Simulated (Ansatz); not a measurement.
Geometry optimisation, RKS PBE0/def2-SVP (Ansatz).

Input file:

```yaml
crystal:
  periodic: [false, false, false]
  atoms:
    - { symbol: O, position_ang: [0.35592, -1.60393, 0.82682] }
    - { symbol: S, position_ang: [-0.00751, -0.45002, 0.10558] }
    - { symbol: O, position_ang: [-0.9223, -0.51274, -0.98692] }
    - { symbol: O, position_ang: [-0.56005, 0.63809, 1.11453] }
    - { symbol: O, position_ang: [1.30236, 0.26427, -0.42718] }
    - { symbol: H, position_ang: [-1.73106, -0.1766, -1.44846] }
    - { symbol: H, position_ang: [1.11274, 0.57687, -1.30989] }
basis:
  gaussian: { orbitals: def2-SVP }
hamiltonian:
  xc: pbe0
relax:
  f_tol: 0.02
  max_steps: 50
```

Command:

```bash
$ ansatz run input.yaml --threads 2 --pin off --max-ram 3072MiB --backend cpu --events-out ev --progress --plain --runs-dir out
```

Task: Where does it end, and by what steps?

Result: It converged. After 14 steps the energy has fallen by 2.459 eV; H7 moved furthest, 0.49 Å. The start is strongly strained (largest force component 14 eV/Å).

```
step  energy less start (eV)  largest force component (eV/Å)  accepted
   0                  0.0000                          13.524       yes
   1                 -1.0344                           9.063       yes
   2                 -1.8100                           3.588       yes
   3                 -2.1042                           0.999       yes
   4                 -2.2605                           1.664       yes
   5                 -2.3491                           0.778       yes
   6                 -2.4071                           0.269       yes
   7                 -2.4293                           0.428       yes
   8                 -2.4395                           0.361       yes
   9                 -2.4540                           0.268       yes
  10                 -2.4536                           0.522        no
  11                 -2.4565                           0.054       yes
  12                 -2.4571                           0.033       yes
  13                 -2.4390                           0.563        no
  14                 -2.4589                           0.014       yes
```

```xyz
7
Properties=species:S:1:pos:R:3
O 0.283 -1.619 0.800
S -0.012 -0.396 0.118
O -0.937 -0.713 -1.167
O -0.586 0.763 0.767
O 1.338 0.020 -0.630
H -1.774 -0.240 -1.038
H 1.239 0.920 -0.977
```

Run time: 21 s on 2 threads of Arm Neoverse V2, on a shared host, peak memory 0.16 GiB.
